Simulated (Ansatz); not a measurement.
## SiH2OF (SMILES O[SiH]F): methods side by side

SiH2OF: 5 atoms, total charge 0, spin state doublet. As SMILES, `O[SiH]F`. The coordinates come from a PBE0-D4/def2-TZVP relaxation. This is one conformer, not always the lowest.

Each level gives the vertical ionisation energy (to the singlet cation) (eV). The values are calculated.

```
            level                    kind  program  value (eV)  less CCSD(T)/STO-3G  CPU time (all runs)
       UHF/STO-3G            Hartree–Fock   Ansatz        5.60                +1.45               0.26 s
    USVWN5/STO-3G                     LDA   Ansatz        4.73                +0.58                1.9 s
     UPBE0/STO-3G           global hybrid   Ansatz        5.32                +1.17                3.3 s
 U-wB97M-V/STO-3G  range-separated hybrid   Ansatz        5.12                +0.97                 53 s
UCAM-B3LYP/STO-3G  range-separated hybrid   Ansatz        5.38                +1.23                3.9 s
   UB2PLYP/STO-3G           double hybrid   Ansatz        4.91                +0.76                4.3 s
   RPA@PBE/STO-3G                     RPA   Ansatz        3.76                -0.39                4.3 s
      UMP2/STO-3G     perturbation theory   Ansatz        4.43                +0.28               0.29 s
  UCCSD(T)/STO-3G   coupled cluster or CI   Ansatz        4.15                 0.00               0.52 s
 UCCSDT(Q)/STO-3G   coupled cluster or CI   Ansatz        4.12                -0.03                2.4 s
```

UCCSD(T)/STO-3G is the highest level here, not the true value. The values span 3.76 to 5.60 eV. All rows use very small basis sets, so even the best lies far from the true value. CPU times are rough (shared hosts, several kinds of processor): they show what a rung costs within a factor of a few.
